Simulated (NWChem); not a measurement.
Species: phosphine (PH₃); SMILES P

Computed with NWChem. Structure relaxed at the PBE0-D3(BJ)/def2-TZVP level.

Q: Predict the results for PBE/def2-SVP. Quantities: highest occupied level (eV); orbital gap (eV); dipole (D).

A: 
| Item | Value |
|---|---|
| highest occupied level (eV) | -6.53 |
| orbital gap (eV) | 6.88 |
| dipole (D) | 0.91 |
